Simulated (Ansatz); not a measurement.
Species, as SMILES: [Si-]#[O+] (O-Si).
Atoms: Si1, O2. Bonds: Si1-O2.

Basis-set convergence of the optimised Si1-O2 bond length at PBE with Ansatz (a program for electronic structure). Cartesian d functions, on some or all atoms, in 6-311G**, 6-311+G**; all else is spherical. The program fits the integrals of some runs and decomposes those of others, by size. No added dispersion term, no relativity. Reference: the value in pcseg-4, 1.5255 Å, itself unsure by roughly 0.0003 Å (its mean distance from aug-pcseg-3, aug-cc-pV(Q+d)Z, cc-pV(5+d)Z). Deviations are taken from unrounded values.

```json
[
 {"basis": "def2-SVP", "functions": "32", "optimised Si1-O2 bond length (Å)": "1.5452"},
 {"basis": "def2-SVPD", "functions": "47", "optimised Si1-O2 bond length (Å)": "1.5515"},
 {"basis": "pcseg-1", "functions": "32", "optimised Si1-O2 bond length (Å)": "1.5454"},
 {"basis": "aug-pcseg-1", "functions": "50", "optimised Si1-O2 bond length (Å)": "1.5494"},
 {"basis": "cc-pV(D+d)Z", "functions": "37", "optimised Si1-O2 bond length (Å)": "1.5392"},
 {"basis": "aug-cc-pV(D+d)Z", "functions": "55", "optimised Si1-O2 bond length (Å)": "1.5435"},
 {"basis": "6-311G**", "functions": "45", "optimised Si1-O2 bond length (Å)": "1.5374"},
 {"basis": "6-311+G**", "functions": "53", "optimised Si1-O2 bond length (Å)": "1.5396"},
 {"basis": "pcseg-2", "functions": "64", "optimised Si1-O2 bond length (Å)": "1.5282"},
 {"basis": "aug-pcseg-2", "functions": "96", "optimised Si1-O2 bond length (Å)": "1.5287"},
 {"basis": "def2-TZVP", "functions": "68", "optimised Si1-O2 bond length (Å)": "1.5297"},
 {"basis": "def2-TZVPD", "functions": "83", "optimised Si1-O2 bond length (Å)": "1.5298"},
 {"basis": "cc-pV(T+d)Z", "functions": "69", "optimised Si1-O2 bond length (Å)": "1.5270"},
 {"basis": "aug-cc-pV(T+d)Z", "functions": "101", "optimised Si1-O2 bond length (Å)": "1.5282"},
 {"basis": "def2-TZVPP", "functions": "73", "optimised Si1-O2 bond length (Å)": "1.5291"},
 {"basis": "def2-TZVPPD", "functions": "88", "optimised Si1-O2 bond length (Å)": "1.5293"},
 {"basis": "cc-pV(Q+d)Z", "functions": "119", "optimised Si1-O2 bond length (Å)": "1.5259"},
 {"basis": "aug-cc-pV(Q+d)Z", "functions": "169", "optimised Si1-O2 bond length (Å)": "1.5261"},
 {"basis": "pcseg-3", "functions": "124", "optimised Si1-O2 bond length (Å)": "1.5256"},
 {"basis": "aug-pcseg-3", "functions": "174", "optimised Si1-O2 bond length (Å)": "1.5256"},
 {"basis": "def2-QZVPP", "functions": "127", "optimised Si1-O2 bond length (Å)": "1.5266"},
 {"basis": "def2-QZVPPD", "functions": "142", "optimised Si1-O2 bond length (Å)": "1.5268"}
]
```

What the diffuse functions change, pair by pair:
- def2-SVP to def2-SVPD: 15 more functions, deviation 0.0197 to 0.0261 Å
- pcseg-1 to aug-pcseg-1: 18 more functions, deviation 0.0199 to 0.0240 Å
- cc-pV(D+d)Z to aug-cc-pV(D+d)Z: 18 more functions, deviation 0.0137 to 0.0181 Å
- 6-311G** to 6-311+G**: 8 more functions, deviation 0.0120 to 0.0141 Å
- pcseg-2 to aug-pcseg-2: 32 more functions, deviation 0.0027 to 0.0033 Å
- def2-TZVP to def2-TZVPD: 15 more functions, deviation 0.0043 to 0.0043 Å
- cc-pV(T+d)Z to aug-cc-pV(T+d)Z: 32 more functions, deviation 0.0015 to 0.0027 Å
- def2-TZVPP to def2-TZVPPD: 15 more functions, deviation 0.0037 to 0.0039 Å
- cc-pV(Q+d)Z to aug-cc-pV(Q+d)Z: 50 more functions, deviation 0.0004 to 0.0006 Å
- pcseg-3 to aug-pcseg-3: 50 more functions, deviation 0.0002 to 0.0002 Å
- def2-QZVPP to def2-QZVPPD: 15 more functions, deviation 0.0012 to 0.0013 Å

They bring the value nearer the reference by more than 0.0003 Å in 0 of 11 pairs.
